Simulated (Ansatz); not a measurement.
**Al2H, quartet in 6-31G: errors against full CI**

Geometry: a point of a stretch scan, not a stationary point.

```xyz
3

Al    0.0000    0.0000    0.0515
Al    0.0000    0.0000   -2.3089
H     0.0000    0.0000    2.2575
```

Basis 6-31G; Ansatz 0.2.0. Correlated methods freeze the noble-gas cores, which leaves 7 electrons in 18 orbitals. R marks a restricted (for open shells ROHF) determinant, U an unrestricted one. Active spaces: valence = (7e, 9o) chosen from the atoms' valence shells; pair = (5e, 5o) about the gap.

Full CI is exact within this basis and frozen core; it isn't the basis-set limit. The frozen core follows each run's orbitals, which can shift R against U totals by a few meV.

Unrestricted rows (U) aren't spin-pure: their determinants' ⟨S²⟩ exceeds S(S+1) by up to 0.16, so they mix in states of higher spin. For open shells CISD and CISDTQ are restricted-active-space CI with the open shells as a complete middle space.

* UHF ⟨S²⟩: 3.911
* T1 diagnostic (RCCSD): 0.0546
* largest doubles amplitude (RCCSD): 0.132
* T1 diagnostic (UCCSD): 0.0581

| level | E − E(RHF) (eV) |
| --- | --- |
| UHF | -0.1170 |
| RMP2 | -1.5004 |
| UMP2 | -1.4475 |
| RCCSD | -2.2833 |
| UCCSD | -2.2898 |
| RCCSD(T) | -2.3679 |
| UCCSD(T) | -2.3679 |

Task: Estimate how far full CI in 6-31G lies from RCCSD(T). The table doesn't fix it; the size of (T) and the diagnostics are the guide.

Result: Full CI in 6-31G lies 54 meV below RCCSD(T), which is 63 % of the (T) step (-85 meV). T1 is raised, a doubles amplitude is large, and the rest is a large part of (T). The miss exceeds 1 kcal/mol.

The other levels:

```json
{"level": "CISD", "E − E(full CI) (meV)": "240", "share of correlation (%)": "90.09", "wall time": "4.5 s"}
{"level": "BCCD(T)", "E − E(full CI) (meV)": "51", "share of correlation (%)": "97.88", "wall time": "11 s"}
{"level": "RCCSDT", "E − E(full CI) (meV)": "13", "share of correlation (%)": "99.48", "wall time": "–"}
{"level": "UCCSDT", "E − E(full CI) (meV)": "12", "share of correlation (%)": "99.49", "wall time": "–"}
{"level": "CISDTQ", "E − E(full CI) (meV)": "5", "share of correlation (%)": "99.80", "wall time": "24 s"}
{"level": "RCCSDT(Q)", "E − E(full CI) (meV)": "4", "share of correlation (%)": "99.84", "wall time": "15 s"}
{"level": "UCCSDT(Q)", "E − E(full CI) (meV)": "4", "share of correlation (%)": "99.84", "wall time": "15 s"}
{"level": "RCCSDTQ", "E − E(full CI) (meV)": "1", "share of correlation (%)": "99.97", "wall time": "58 s"}
{"level": "UCCSDTQ", "E − E(full CI) (meV)": "1", "share of correlation (%)": "99.97", "wall time": "55 s"}
{"level": "CASSCF (pair space)", "E − E(full CI) (meV)": "1630", "share of correlation (%)": "32.68", "wall time": "–"}
{"level": "NEVPT2 (pair space)", "E − E(full CI) (meV)": "610", "share of correlation (%)": "74.80", "wall time": "2.5 s"}
{"level": "MRCISD (pair space)", "E − E(full CI) (meV)": "167", "share of correlation (%)": "93.09", "wall time": "–"}
{"level": "MRCISD+Q (pair space)", "E − E(full CI) (meV)": "38", "share of correlation (%)": "98.42", "wall time": "3.7 s"}
{"level": "CASSCF (valence space)", "E − E(full CI) (meV)": "460", "share of correlation (%)": "80.99", "wall time": "–"}
{"level": "NEVPT2 (valence space)", "E − E(full CI) (meV)": "146", "share of correlation (%)": "93.98", "wall time": "9.1 s"}
{"level": "MRCISD (valence space)", "E − E(full CI) (meV)": "15", "share of correlation (%)": "99.40", "wall time": "–"}
{"level": "MRCISD+Q (valence space)", "E − E(full CI) (meV)": "5", "share of correlation (%)": "99.78", "wall time": "13 s"}
{"level": "MRCISD+Q(relaxed) (valence space)", "E − E(full CI) (meV)": "-2", "share of correlation (%)": "100.09", "wall time": "18 s"}
```

The correlation energy at full CI, counted from RHF, is -2.422 eV. That run took 26 s on 1 thread of Intel Xeon, shared host over 331,072 determinants.

Times hold each run's SCF and search for its determinant on a shared host, so for small cases they say little of a method's own cost; they ran on 1 thread of Intel Xeon.

The full-CI state has the irrep A2 of C2v, in the program's axes (one component, if the state is degenerate).

Natural occupations of full CI about the gap: 1.939 1.866 1.002 0.971 0.971 0.116 0.045 0.045 0.018 0.007; effectively unpaired electrons, Σ n²(2−n)², 3.14.
